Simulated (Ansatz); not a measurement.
## C₂H₄S, SMILES C1CS1: a ladder of basis sets, step by step

Computed with the Ansatz DFT code, driven from Python.

Input file `c2h4s.xyz`:
```text
7

C    -0.49530    0.07230   -0.50290
C     0.59950   -0.05490    0.43030
S    -0.88130   -0.87830    0.84600
H    -0.43180   -0.38490   -1.47110
H    -1.06110    1.05980   -0.54790
H     0.87360    0.79710    1.06590
H     1.45780   -0.67910    0.13390
```

At the Python prompt:
```pycon
>>> import ansatz
>>> molecule = ansatz.Crystal.molecule_from_extxyz("c2h4s.xyz")
>>> model = (
...     molecule.calculation()
...     .functional("hf")
...     .scf(lower_state_search="standard")
... )
>>> energies = {}
>>> for basis in ["cc-pVDZ", "cc-pVTZ"]:
...     rep = model.basis(gaussian=basis).run(threads=1).report
...     size = rep["n_frozen"] + rep["n_occupied"][0] + rep["n_virtual"][0]
...     energies[basis] = (rep["reference_energy_ev"] / 27.211386246, rep["free_energy_ev"] / 27.211386246)
...     print(f"{basis:14s} {size:4d} orbitals  reference {energies[basis][0]:14.6f} Ha  total {energies[basis][1]:14.6f} Ha")
...
cc-pVDZ          66 orbitals  reference    -475.559162 Ha  total    -475.559162 Ha
cc-pVTZ         150 orbitals  reference    -475.599805 Ha  total    -475.599805 Ha
>>> last = energies["cc-pVTZ"][1]
>>> for basis, (_, total) in energies.items():
...     print(f"{basis:14s} lies {27.211386 * (total - last):9.4f} eV above cc-pVTZ")
...
cc-pVDZ        lies    1.1059 eV above cc-pVTZ
cc-pVTZ        lies    0.0000 eV above cc-pVTZ
```

Against cc-pVDZ: cc-pVTZ -40.6 mHa. The last step alone is -40.64 mHa.

Reading the output:
- The settings weren't tested for convergence.
- The geometry is a force-field or estimated start, not a minimum of this method, and the last set is no limit. Much of the fall in a total is atomic energy, which cancels in bond and reaction energies.
- For Al to Cl the sets with a tight d function, cc-pV(X+d)Z, are usual.
- The whole script took 1.4 s on 1 thread of Arm Neoverse V2 (shared host), peak memory 0.26 GiB.

(Lines on the test bed's own set-up are left out of the output.)
